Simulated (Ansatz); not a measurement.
## Two structures, one formula

The two ends of one reaction step of C₂H₇N, singlet (PBE0-D4/def2-TZVP).

A:

N1  (-1.370, -0.172, -0.026)
C2  (0.012, -0.431, 0.352)
H3  (0.391, -1.403, -0.001)
H4  (0.059, -0.457, 1.445)
C5  (0.915, 0.671, -0.162)
H6  (1.950, 0.507, 0.146)
H7  (0.898, 0.711, -1.256)
H8  (0.586, 1.642, 0.214)
H9  (-1.461, -0.167, -1.035)
H10  (-1.980, -0.901, 0.321)
(Å)

B:

```csv
atom,x (Å),y (Å),z (Å)
N1,-2.2016,0.0567,-0.0745
C2,1.2303,-0.8378,0.2065
H3,1.0900,-1.5590,-0.5913
H4,1.0454,-1.1897,1.2156
C5,1.6017,0.4090,-0.0392
H6,1.7416,1.1297,0.7596
H7,1.7863,0.7596,-1.0491
H8,-1.1929,0.1596,-0.0648
H9,-2.5263,0.3757,-0.9790
H10,-2.5744,0.6962,0.6164
```

Computed with Ansatz 0.2.0 (basis: def2-TZVPP); correlated methods freeze the cores. B3LYP uses VWN-RPA correlation.

Q: Which structure is lower at CCSD(T), and by how much? (Judge from chemistry; the value comes from the calculation.)

A: The calculation gives: A, by 15.47 kcal/mol (electronic energy, against the other). By their contacts, A is C₂H₇N (CCN) and B is a complex of C₂H₄ (C=C) + NH₃.

All methods give the same order:

```
      method  E(B) − E(A) (kcal/mol)
       SPW92                   25.31
      PBE-D4                   17.41
     BLYP-D4                   12.12
   r2SCAN-D4                   17.71
      B97M-V                   16.38
     PBE0-D4                   19.87
    B3LYP-D4                   14.62
  r2SCAN0-D4                   19.61
    BHLYP-D4                   16.98
CAM-B3LYP-D4                   17.06
     wB97X-V                   19.32
     wB97M-V                   16.80
      B2PLYP                   14.76
    PBE-QIDH                   20.54
  RPA on PBE                   15.31
          HF                   13.57
         MP2                   17.10
        CCSD                   15.86
     CCSD(T)                   15.47
```

No T1 diagnostic of these runs exceeds 0.010.

For scale, one of the runs: CCSD(T)/def2-TZVPP, 191 basis functions, launched by `ansatz run in.yaml --threads 2 --pin off --events-out ev --progress --plain --max-ram 4352MiB`. Hardware: 2 CPU threads of an Arm Neoverse V1, shared host. Wall time 50 s; peak host memory 2.2 GiB.
